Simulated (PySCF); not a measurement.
CHO, SMILES [CH]=O (connectivity only; charge and spin as stated), charge +1, multiplicity 1. Geometry: r2SCAN-D4/def2-TZVPD. The isomer is the one that the SMILES or the coordinates give; other isomers of the formula were not compared.

TDDFT-B3LYP/def2-TZVPD (PySCF) puts the lowest singlet excitations at 9.48, 9.83, 9.83, 11.50, 11.50, 14.01 eV.

### Question
What are the lowest excitation roots from ADC(2)/aug-cc-pVDZ (PySCF 2.14.0)? (The exact figures need the calculation; the answer reports its results.)

### Answer
10.10, 10.50, 10.50, 11.50, 11.50, 14.41 eV. S1 differs by 0.62 eV (second minus first; roots are paired by order, and the bases may differ).
